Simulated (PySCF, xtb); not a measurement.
CH₃, SMILES [CH3], multiplicity 2.

Harmonic wavenumbers (cm⁻¹) from GFN2-xTB (xtb 6.7.1) at its own minimum, in rising order: 492, 1352, 1352, 3152, 3245, 3245.

What does PySCF with TPSSh-D3(BJ)/def2-TZVPD give at its own minimum? (The exact figures need the calculation; the answer reports its results.)

507, 1420, 1420, 3103, 3279, 3279. Paired by order, the mean absolute difference is 45 cm⁻¹ and the zero-point energies are 18.4 and 18.6 kcal/mol.
